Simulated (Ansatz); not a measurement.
# C3H7NOS: one species, many methods

How much do the methods differ for C3H7NOS? The plan is to run it at one geometry with functionals of several rungs and with coupled cluster, and see how far each lands from CCSD(T) at the basis-set limit for the atomisation energy.

Program: Ansatz 0.2.0, Gaussian basis. Level of theory: functionals in def2-TZVPP, the program's frozen cores in correlated methods. These are calculated values, not measurements.

Levels to be run: PBE-D4, r2SCAN-D4, PBE0-D4, B3LYP-D4, ωB97X-V, ωB97M-V, B2PLYP; CCSD(T)/def2-TZVPP; MP2/def2-QZVPP; extrapolation to the limit.

## 1. The geometry

An earlier PBE0-D4 in a triple-zeta def2 set relaxation fixed the geometry.

SMILES `CN1CSC1O`, 13 atoms, charge 0, spin multiplicity 1.

Atoms are counted from 1 here; the program's logs count them from 0.

Bond lengths: C1–N2 1.442 Å, C1–H7 1.092 Å, C1–H8 1.102 Å, C1–H9 1.092 Å, N2–C3 1.453 Å, N2–C5 1.445 Å, C3–S4 1.821 Å, C3–H10 1.098 Å, C3–H11 1.092 Å, S4–C5 1.852 Å, C5–O6 1.370 Å, C5–H12 1.097 Å, O6–H13 0.965 Å. Angles: N2–C1–H7 109.8°, N2–C1–H8 112.9°, N2–C1–H9 109.2°, H7–C1–H8 108.4°, H7–C1–H9 107.9°, H8–C1–H9 108.6°, C1–N2–C3 118.1°, C1–N2–C5 117.6°, C3–N2–C5 99.3°, N2–C3–S4 91.9°, N2–C3–H10 113.6°, N2–C3–H11 114.5°, S4–C3–H10 111.3°, S4–C3–H11 114.9°, H10–C3–H11 109.8°, C3–S4–C5 73.9°, N2–C5–S4 91.0°, N2–C5–O6 115.4° and more.

## 2. PBE-D4 (GGA)

The input, in.yaml:

```yaml
crystal:
  periodic: [false, false, false]
  atoms:
    - {symbol: C, position_ang: [-0.462323, -1.266998, -0.650717]}
    - {symbol: N, position_ang: [-0.357253, -0.027990, 0.078929]}
    - {symbol: C, position_ang: [0.085361, -0.083413, 1.462001]}
    - {symbol: S, position_ang: [0.977873, 1.495592, 1.304635]}
    - {symbol: C, position_ang: [0.563160, 0.967157, -0.421057]}
    - {symbol: O, position_ang: [0.021923, 1.891318, -1.275922]}
    - {symbol: H, position_ang: [-1.249874, -1.886306, -0.215752]}
    - {symbol: H, position_ang: [0.475359, -1.845902, -0.649618]}
    - {symbol: H, position_ang: [-0.738137, -1.052038, -1.684701]}
    - {symbol: H, position_ang: [0.775458, -0.911650, 1.669547]}
    - {symbol: H, position_ang: [-0.723392, -0.084075, 2.195821]}
    - {symbol: H, position_ang: [1.447002, 0.564746, -0.931388]}
    - {symbol: H, position_ang: [-0.794657, 2.204560, -0.867078]}
basis:
  gaussian: {orbitals: def2-TZVPP}
hamiltonian: {xc: pbe, dispersion: d4}
output: {forces: true, orbitals: {seedname: orbitals}}
```

Command:

```console
$ ansatz run in.yaml --threads 2 --pin off --events-out ev --progress --plain --max-ram 22528MiB --backend cuda --devices 0, --max-vram 18GiB
```

After this run come: r2SCAN-D4 (meta-GGA); PBE0-D4 (hybrid); B3LYP-D4 (hybrid); ωB97X-V (range-separated); ωB97M-V (range-separated); B2PLYP (double hybrid); CCSD(T) in def2-TZVPP; MP2 in def2-QZVPP.

Before running them: what should the planned runs give, taken together? Wanted: atomisation energy, CCSD(T)/CBS; farthest; mean size of error, hybrid; mean size of error, range-separated; gap, smallest and largest; T1 diagnostic; triples share of the correlation energy.

**Answer**, as computed:

| quantity | value |
| --- | --- |
| atomisation energy, CCSD(T)/CBS | 1184.9 kcal/mol |
| functionals within 5.9 kcal/mol (0.5 %) | r2SCAN-D4, B3LYP-D4 |
| farthest | PBE-D4 (+42.0 kcal/mol) |
| mean size of error, hybrid | 6.3 kcal/mol |
| mean size of error, range-separated | 7.3 kcal/mol |
| gap, smallest and largest | 4.34 eV (PBE-D4), 11.24 eV (ωB97X-V) |
| T1 diagnostic | 0.0119 |
| triples share of the correlation energy | 4.2 % |

In words: PBE-D4 is off by +42.0 kcal/mol. Double hybrids carry the basis error of their MP2 part in triple zeta, and no dispersion term here, so their miss is partly the set-up's. The reference freezes the cores and leaves out relativity and excitations past (T), so misses under about 5.9 kcal/mol can't be ranked. Hartree-Fock recovers 69 % of the binding; the rest is correlation. The gap grows from 4.3 to 11.2 eV across the functionals, mostly with the share of exact exchange.
